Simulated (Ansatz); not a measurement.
**H2Cl (doublet): from Hartree-Fock to the top rungs at distance H1–H2 along a hydrogen transfer = 0.693 Å, cc-pVDZ**

How much of the correlation energy of H2Cl (doublet) does each wave-function method recover here?

Method: cc-pVDZ, core rule «outside noble gas», up to 5 orbitals frozen; program: Ansatz 0.2.0, Gaussian basis.

The runs, in order: UHF; CCSD(T) on ROHF; CCSD(T) on UHF; BCCD(T) on ROHF; CISD; CCSDT(Q) on ROHF; CCSDT(Q) on UHF; CCSDTQ on ROHF; CCSDTQ on UHF; CASSCF and MRCISD+Q, 3 electrons in 3 orbitals; CASSCF and NEVPT2, 3 electrons in 3 orbitals; CASSCF and MRCISD+Q, 9 electrons in 6 orbitals; CASSCF and NEVPT2, 9 electrons in 6 orbitals; Full CI.

## Step 1: What is computed

The geometry derives from fragments relaxed apart (PBE0/def2-TZVP) and kept rigid, so it is no stationary point. A hydrogen atom is moved between rigid fragments.

3 atoms, charge 0, spin multiplicity 2.

Atoms are counted from 1 here; the program's logs count them from 0.

Bond lengths: H1–H2 0.693 Å.

## Step 2: UHF

in.yaml reads:

```yaml
crystal:
  periodic: [false, false, false]
  atoms:
    - {symbol: H, position_ang: [0.000000, 0.000000, -1.034667]}
    - {symbol: H, position_ang: [0.000000, 0.000000, -0.341667]}
    - {symbol: Cl, position_ang: [0.000000, 0.000000, 1.376333]}
basis:
  gaussian: {orbitals: cc-pVDZ}
magnetization: {spin_polarized: true, initial_magnetization: 1}
hamiltonian: {xc: hf}
output: {orbitals: {seedname: orbitals}}
```

The run is started by

```console
> ansatz run in.yaml --threads 1 --pin off --events-out ev --progress --plain --max-ram 2816MiB --backend cpu
```

The runs that follow: CCSD(T) on ROHF; CCSD(T) on UHF; BCCD(T) on ROHF; CISD; CCSDT(Q) on ROHF; CCSDT(Q) on UHF; CCSDTQ on ROHF; CCSDTQ on UHF; CASSCF and MRCISD+Q, 3 electrons in 3 orbitals; CASSCF and NEVPT2, 3 electrons in 3 orbitals; CASSCF and MRCISD+Q, 9 electrons in 6 orbitals; CASSCF and NEVPT2, 9 electrons in 6 orbitals; Full CI.

**Question.** What will the summary of the whole plan be? Wanted: FCI below the RHF energy; RMP2 from FCI; UMP2 from FCI; RCCSD from FCI; RCCSD(T) from FCI; UCCSD(T) from FCI; RCCSDT(Q) from FCI; UCCSDT(Q) from FCI; NEVPT2 pair from FCI.

**Answer**, as computed:

| quantity | value |
| --- | --- |
| FCI below the RHF energy | -4.8000 eV |
| RMP2 from FCI | +701.0 meV |
| UMP2 from FCI | +712.9 meV |
| RCCSD from FCI | +67.7 meV |
| RCCSD(T) from FCI | +13.5 meV |
| UCCSD(T) from FCI | +13.3 meV |
| RCCSDT(Q) from FCI | +0.4 meV |
| UCCSDT(Q) from FCI | +0.2 meV |
| NEVPT2 pair from FCI | +656.7 meV |
| NEVPT2 valence from FCI | +1034.4 meV |
| MRCISD+Q valence from FCI | -3.8 meV |
| levels within 1 kcal/mol (43 meV) | RCCSD(T), UCCSD(T), BCCD(T), RCCSDT, UCCSDT, RCCSDT(Q), UCCSDT(Q), RCCSDTQ, UCCSDTQ, MRCISD+Q valence |
| T1 diagnostic | 0.018 |
| effectively unpaired electrons | 1.02 |

RCCSD(T) lands +13.5 meV from the yardstick (0.3 % of the correlation energy). MRCISD+Q valence falls below full CI: the +Q correction isn't variational, and the cores differ from full CI's. One determinant dominates. Of the multireference levels listed MRCISD+Q valence comes nearest in total energy (-3.8 meV), which doesn't show that its space is the better one. These misses are within one basis, not against nature; the frozen cores of restricted and unrestricted runs differ, which can shift their rows.
